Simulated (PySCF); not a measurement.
HS, SMILES `[SH]` (charge 0, multiplicity 2)

The numbers are results of TPSS-D3(BJ)/def2-TZVP // TPSS-D3(BJ)/def2-SVP in PySCF, not measurements.

- highest occupied spin orbital = -6.25 eV
- dipole moment = 0.87 D
- total energy = -10851.28 eV
- cost = very roughly 17 core-seconds

```xyz
2

S      0.6803     0.0000     0.0000
H     -0.6804     0.0000     0.0000
```
Charge 0, spin multiplicity 2.
